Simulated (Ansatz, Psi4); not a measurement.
C3H6O (SMILES C1COC1): from total energies to a heat of formation

C3H6O has 10 atoms, charge 0, and is taken as a singlet. As SMILES, `C1COC1`. The shape is that of a PBE0-D4/def2-TZVP optimisation.

Total energies at HF/6-31G* (spherical functions) (Psi4 1.11); the atoms run unrestricted:

```tsv
species	state	energy (Eh)
C3H6O	singlet	-191.907537
C	triplet	-37.680577
O	triplet	-74.783181
H	doublet	-0.498233
```

Harmonic wavenumbers at PBE0-D4/def2-TZVP, in cm⁻¹: 44, 767, 815, 838, 959, 965, 1076, 1077, 1153, 1170, 1200, 1236, 1265, 1318, 1383, 1487, 1511, 1540, 3031, 3041, 3076, 3077, 3102, 3158.

Measured heats of formation of the gaseous atoms at 298.15 K, in kJ/mol: C 716.9, O 249.2, H 218.0. Spin-orbit lowering of the atoms at 298 K (mean of the ground term's levels less their thermal mean, from spectra), in kJ/mol: C 0.02, O 0.40. Take 1 Eh = 2625.50 kJ/mol, 1 cm⁻¹ = 0.0119627 kJ/mol, RT = 2.479 kJ/mol.

Task: What heat of formation follows?

Result: 
1. Electronic atomisation energy: 3 × (-37.680577) + (-74.783181) + 6 × (-0.498233) − (-191.907537) = 1.093227 Eh = 2870.3 kJ/mol.
2. Zero-point energy: half the sum of the wavenumbers, 19144.5 cm⁻¹ = 229.0 kJ/mol.
3. Thermal vibrational enthalpy, Σ hcν̃/(exp(hcν̃/kT) − 1): 3.5 kJ/mol. Translation, rotation and pV of a non-linear molecule: 4 RT = 9.9 kJ/mol.
4. The 10 free atoms carry 5/2 RT each: 62.0 kJ/mol.
5. Spin-orbit coupling lowers the free atoms by 3 × 0.02 + 0.40 = 0.5 kJ/mol.
6. Atomisation enthalpy at 298 K: 2870.3 − 0.5 − 229.0 − 3.5 − 9.9 + 62.0 = 2689.4 kJ/mol.
7. Sum of the atoms' heats of formation: 3707.9 kJ/mol. Heat of formation: 3707.9 − 2689.4 = +1018.5 kJ/mol.

The tabulated value is -80.5 kJ/mol (CRC Handbook of Chemistry and Physics), so this level is off by +1099.0 kJ/mol, or 29.0 % of the atomisation enthalpy that the table implies (3788.3 kJ/mol). Hartree–Fock leaves out correlation, which is larger in the molecule than in the atoms, so it underbinds and puts the heat of formation too high. Anharmonicity and any spin-orbit splitting of the molecule are left out.
